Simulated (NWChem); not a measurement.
CH cation, singlet

```xyz
2

C      0.0000     0.0000    -0.1450
H      0.0000     0.0000     1.0022
```
Atoms are numbered in this order, from 1.

Program: NWChem. Pople sets run with spherical d functions. Low-valent species are run as closed-shell singlets; no triplet was tried in these runs. The geometry was optimised at PBE0/def2-SVP. Level: PBE0/6-31G* with COSMO at NWChem's default radii, gas-phase geometry; rows give the dielectric constant. Reactions with the solvent are ignored.

```tsv
dielectric constant	electrostatic solvation energy (kcal/mol)
1.5	-28.7
2.4	-50.3
4.8	?
20.7	-82.1
78.4	-85.2
```

Question: Some entries are withheld; supply them.

Answer: 
- 4.8, electrostatic solvation energy (kcal/mol): -68.3
